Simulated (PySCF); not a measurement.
Species: pivaldehyde cation, C5H10O (charge +1 and doublet state).
Z-matrix (Å and degrees, PBE0-D3(BJ)/def2-SVP geometry), rows numbered from 1:
```
C 
C   1  1.5082
C   2  1.5211  1  114.31
C   2  1.5194  1  114.24  3  -135.37
C   2  1.6593  1  109.46  3   111.46
O   5  1.1692  2  121.75  1    -3.89
H   1  1.0984  2  112.50  3   -47.80
H   1  1.1030  2  107.10  3    70.21
H   1  1.0987  2  112.48  3  -172.04
H   3  1.0994  2  113.35  1   178.97
H   3  1.0998  2  112.88  1    52.83
H   3  1.1064  2  105.63  1   -63.36
H   4  1.0999  2  112.76  1   -51.97
H   4  1.1057  2  105.93  1    64.40
H   4  1.0993  2  113.27  1  -177.77
H   5  1.1162  2  112.59  1   176.64
```

The hyperfine couplings belong to this conformer and change with its torsions.

Identity: `CC(C)(C)C=[O+]` (pivaldehyde cation) [radical] (charge +1).

Computed with UKS B3LYP, IGLO-III on C O, pcH-1 on H, non-relativistic, mean-field spin-orbit, GIAO in PySCF. Isolated species at its PBE0-D3(BJ)/def2-SVP geometry, gas phase. The SCF solution wasn't tested for stability.

Problem. Match the computed a_iso(1H) values +288.9, +26.5 MHz (means over equivalent nuclei) with the sites H7 (×9); H16.

Solution. 
| site | a_iso (MHz) | ρ(0) (bohr⁻³) | position | distance from O6 (Å) | bound to | spin population there | largest \|T\| (MHz) |
| --- | --- | --- | --- | --- | --- | --- | --- |
| H7 (×9) | +26.5 | +0.0059 | 4 bonds from O6 | 3.59 | C1/C3/C4 | +0.01 | 4.9 |
| H16 | +288.9 | +0.0646 | 2 bonds from O6 | 2.03 | C5 | +0.02 | 12.2 |

ρ(0) is the spin density at the nucleus and T the dipolar tensor; entries for several nuclei are means. The largest Mulliken spin populations are on O6 (+0.51), C2 (+0.21) and H16 (+0.12).

β density exceeds α density at some nuclei, such as C5 (-0.0204), C1/C3/C4 (-0.0044) and C2 (-0.0026), spin density in bohr⁻³. In a single determinant that takes different orbitals for the two spins, that is spin polarisation.

Nuclei that the bonding pattern makes equivalent are averaged, as if the motion that swaps them (rotation, inversion, ring flip) were fast. The nine 1H nuclei of mean +26.5 MHz run from -2.4 to 85.3 MHz in the frozen geometry.

O6, the radical centre as drawn in `CC(C)(C)C=[O+]`, holds a spin population of +0.51 out of 1.
